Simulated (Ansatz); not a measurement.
# H4Si: the cost of one run

Computed with Ansatz 0.2.0, Gaussian basis. Level: def2-QZVPP, all electrons in the functionals.

To be run: PBE, BLYP, r2SCAN, B97M-V, PBE0, B3LYP, at charge 0, triplet; charge 0, singlet; charge 0, quintet; charge 1, doublet; charge 1, quartet.

2 further runs of the same task are left out: 2 set aside as unsound or not needed. Runs told in other sessions of the task aren't counted.

**1. What is computed**

The geometry is a PBE0/def2-TZVP stationary point (not a proven minimum).

5 atoms, charge 0, spin multiplicity 3.

Atoms are counted from 1 here; the program's logs count them from 0.

Bond lengths: Si1–H2 1.529 Å, Si1–H3 1.529 Å, Si1–H4 1.529 Å, Si1–H5 1.529 Å. Angles: H2–Si1–H3 90.0°, H2–Si1–H4 90.0°, H2–Si1–H5 180.0°, H3–Si1–H4 180.0°, H3–Si1–H5 90.0°, H4–Si1–H5 90.0°.

No dispersion term is added; B97M-V holds VV10 nonlocal correlation. B3LYP takes the VWN-RPA correlation.

The geometry shown and the zero of energy belong to the point charge 0, triplet. The yardstick, UCCSD(T), and other wave-function levels (R restricted, U unrestricted, valence and pair active spaces) come from earlier runs.

**2. PBE, charge 0, triplet**

The input, in.yaml:

```yaml
crystal:
  periodic: [false, false, false]
  atoms:
    - {symbol: Si, position_ang: [0.000000, 0.000000, 0.000000]}
    - {symbol: H, position_ang: [-0.011525, 1.085107, 1.077576]}
    - {symbol: H, position_ang: [-0.016497, -1.077632, 1.084987]}
    - {symbol: H, position_ang: [0.016497, 1.077632, -1.084987]}
    - {symbol: H, position_ang: [0.011525, -1.085107, -1.077576]}
basis:
  gaussian: {orbitals: "def2-QZVPP.json"}
magnetization: {spin_polarized: true, initial_magnetization: 2}
hamiltonian: {xc: {name: PBE}}
output: {orbitals: {seedname: orbitals}}
```

The run is started by

```bash
ansatz run in.yaml --threads 1 --pin off --events-out ev --progress --plain --max-ram 2393MiB
```

**Question.** How long does this run take on 1 thread of Arm Neoverse V1, shared host?

About 3 s.
